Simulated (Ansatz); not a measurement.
Relaxation of CH6AlN (9 atoms, charge 0, multiplicity 1), to a largest force component of 0.03 eV/Å in at most 50 steps.

These are results of Ansatz, RKS r2SCANh-D4/6-31G*, not measurements.

```xyz
9
Properties=species:S:1:pos:R:3
Al -0.907 0.259 1.064
H 1.832 -0.050 1.250
N 2.087 -0.064 0.249
H 1.629 -0.850 -0.196
H 1.758 0.787 -0.191
C -1.395 0.018 -0.855
H -1.779 -0.996 -1.048
H -2.209 0.705 -1.132
H -0.590 0.191 -1.582
```

Where does it end, and by what steps?

The forces met the threshold. The force dipped under the threshold on the way, but the program's further checks kept it going. After 25 steps the energy has fallen by 0.039 eV; H7 moved furthest, 0.64 Å.

| step | energy less start (eV) | largest force component (eV/Å) | accepted |
| --- | --- | --- | --- |
| 0 | 0.0000 | 0.779 | yes |
| 1 | -0.0015 | 0.868 | yes |
| 2 | -0.0146 | 0.190 | yes |
| 3 | -0.0195 | 0.269 | yes |
| 4 | -0.0238 | 0.165 | yes |
| 5 | -0.0264 | 0.254 | yes |
| 6 | -0.0297 | 0.155 | yes |
| 7 | -0.0323 | 0.119 | yes |
| 8 | -0.0332 | 0.108 | yes |
| 9 | -0.0335 | 0.112 | yes |
| 10 | -0.0342 | 0.088 | yes |
| 11 | -0.0348 | 0.062 | yes |
| 12 | -0.0351 | 0.132 | yes |
| 13 | -0.0357 | 0.067 | yes |
| 14 | -0.0363 | 0.069 | yes |
| 15 | -0.0365 | 0.144 | yes |
| 16 | -0.0372 | 0.065 | yes |
| 17 | -0.0374 | 0.049 | yes |
| 18 | -0.0378 | 0.026 | yes |
| 19 | -0.0368 | 0.233 | no |
| 20 | -0.0381 | 0.035 | yes |
| 21 | -0.0381 | 0.090 | yes |
| 22 | -0.0384 | 0.050 | yes |
| 23 | -0.0385 | 0.034 | yes |
| 24 | -0.0386 | 0.082 | yes |
| 25 | -0.0388 | 0.024 | yes |

```xyz
9
Properties=species:S:1:pos:R:3
Al -0.833 0.854 0.928
H 1.732 -0.534 1.126
N 1.943 -0.204 0.192
H 1.237 -0.509 -0.467
H 2.018 0.806 0.193
C -1.328 0.023 -0.829
H -1.175 -1.067 -0.856
H -2.394 0.186 -1.046
H -0.774 0.445 -1.682
```

Whether the end is a true minimum wasn't checked by a vibrational analysis.

Run time: 110 s on 1 thread of Arm Neoverse V1, on a shared host, peak memory 0.15 GiB.
